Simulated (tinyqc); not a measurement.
Worked calculation: RKS/BLYP in the sto-3g basis, for HF, spin multiplicity 1. One step of it, computed by the program tinyqc.

Task: Iteration 1: diagonalisation and new density. A level shift of 0.5 hartree raises the virtual space: F + shift (S - S D(s) S), with D(s) the density of one spin (D/2). Diagonalise F' = X^T F X, C = X C', fill 5 alpha and 5 beta electrons from the bottom; D = 2 C_occ C_occ^T; the new density keeps 0.7 of the old one (damping). Each column has its largest component positive (the first on a tie).

Kohn-Sham matrix F (hartree), lower triangle:
```
             1F 1s      1F 2s     1F 2px     1F 2py     1F 2pz      2H 1s
1F 1s   -24.907725
1F 2s    -6.340573  -2.747443
1F 2px   -0.000804   0.033381  -0.469382
1F 2py   -0.000181   0.007757  -0.013156  -0.416216
1F 2pz    0.003796   0.011201  -0.007330  -0.001683  -0.442342
2H 1s    -0.989662  -0.723022   0.009179   0.002088  -0.264228  -0.159166
```

X, lower triangle:
```
            1F 1s      1F 2s    1F 2px    1F 2py     1F 2pz     2H 1s
1F 1s    1.023000
1F 2s   -0.130253   1.087266
1F 2px   0.000000   0.000000  1.000000
1F 2py   0.000000   0.000000  0.000000  1.000000
1F 2pz  -0.005481   0.052335  0.000000  0.000000   1.042075
2H 1s    0.019242  -0.222259  0.000000  0.000000  -0.179357  1.105017
```

D at the start, lower triangle:
```
            1F 1s      1F 2s     1F 2px     1F 2py     1F 2pz     2H 1s
1F 1s    1.912673
1F 2s   -0.553740   2.502381
1F 2px  -0.511041   0.012171   0.785953
1F 2py  -0.118847   0.002830  -0.282338   1.934340
1F 2pz  -0.180580   0.307308  -0.326427  -0.075914   2.153946
2H 1s    0.493893  -1.006683   0.836537   0.194545  -0.568744  2.029588
```

overlap S, lower triangle:
```
           1F 1s     1F 2s    1F 2px    1F 2py    1F 2pz     2H 1s
1F 1s   1.000000
1F 2s   0.237990  1.000000
1F 2px  0.000000  0.000000  1.000000
1F 2py  0.000000  0.000000  0.000000  1.000000
1F 2pz  0.000000  0.000000  0.000000  0.000000  1.000000
2H 1s   0.036770  0.370130  0.000000  0.000000  0.304554  1.000000
```

Give: F' = X^T F X; orbital energies; coefficients C; D after iteration 1.

Result:

F' = X^T F X (hartree), lower triangle:
```
         1       2       3       4       5      6
1  -24.407
2   -3.272  -1.581
3    0.120   0.005  -0.166
4    0.028   0.001   0.057  -0.400
5   -0.002   0.073   0.040   0.009  -0.371
6   -0.204  -0.314  -0.185  -0.043  -0.272  0.238
```

orbital energies (hartree): MO1 -24.870, MO2 -1.181, MO3 -0.475, MO4 -0.413, MO5 -0.206, MO6 0.457

coefficients C:
```
           MO1     MO2     MO3     MO4     MO5     MO6
1F 1s    0.995  -0.263   0.013   0.000   0.035   0.055
1F 2s    0.020   1.027  -0.089   0.000  -0.169  -0.400
1F 2px  -0.005   0.048   0.088  -0.226   0.925  -0.289
1F 2py  -0.001   0.011   0.020   0.974   0.215  -0.067
1F 2pz   0.000  -0.009   0.901   0.000  -0.241  -0.501
2H 1s   -0.001   0.004   0.239   0.000   0.312   1.072
```

D after iteration 1, lower triangle:
```
         1F 1s   1F 2s  1F 2px  1F 2py  1F 2pz  2H 1s
1F 1s    1.975
1F 2s   -0.542   2.406
1F 2px  -0.348  -0.061   1.100
1F 2py  -0.081  -0.014  -0.209   1.951
1F 2pz  -0.123   0.186  -0.315  -0.073   2.030
2H 1s    0.353  -0.747   0.771   0.179  -0.314  1.513
```
